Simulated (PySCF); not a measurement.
C₆H₉ (charge +1).
Numbering: `[CH3:1][CH2:2][CH2:3][c+:4]1[cH:5][cH:6]1` (hydrogens: H7, H8, H9 on C1; H10, H11 on C2; H12, H13 on C3; H14 on C5; H15 on C6)

Computed geometry: GFN2-xTB, gas phase.

Problem. List the bond lengths, angles and torsions at this level.

Solution. 
```csv
bond,length (Å),order
C1–C2,1.523,single
C2–C3,1.533,single
C3–C4,1.426,single
"C4–C5, C4–C6",1.397,aromatic
C5–C6,1.362,aromatic
"C1–H7, C1–H8, C1–H9",1.087,single
"C2–H10, C2–H11",1.091,single
"C3–H12, C3–H13",1.101,single
"C5–H14, C6–H15",1.068,single
```

Bonds in one row agree within 0.01 Å and their mean is given. Orders are formal, as drawn. A selection of angles:
```csv
angle,degrees
C2–C1–H7,111.0
C2–C1–H9,110.0
H7–C1–H8,108.6
H7–C1–H9,108.1
C1–C2–C3,110.3
C1–C2–H10,109.6
C3–C2–H10,109.6
H10–C2–H11,108.1
C2–C3–C4,115.3
C2–C3–H12,110.6
C4–C3–H12,108.0
H12–C3–H13,103.4
C3–C4–C5,150.0
C3–C4–C6,151.6
C5–C4–C6,58.3
C4–C5–C6,60.8
C4–C5–H14,150.1
C6–C5–H14,149.1
```

Dihedral angles: C1–C2–C3–C4 180° (antiperiplanar); C2–C3–C4–C5 0° (synperiplanar).

The 3-membered ring C4–C5–C6 has internal angles of 58.3° to 60.9°. C5 (unsaturated ring CH carbon) has angles 150.1°, 149.1° and 60.8°, sum 360.0°, 0.00 Å off the plane of its three neighbours. The 6 heavy atoms lie in one plane (0.001 Å rms). The 6 C–C bonds span 1.362 Å (C5–C6, drawn aromatic) to 1.533 Å (C2–C3, drawn single), a spread of 0.171 Å. C4 (unsaturated ring carbon) has angles 151.6°, 150.0° and 58.3°, sum 360.0°, 0.00 Å off the plane of its three neighbours.

Point group: Cs (tolerance 0.08 Å). No frequency check.

One conformer stands for the species.
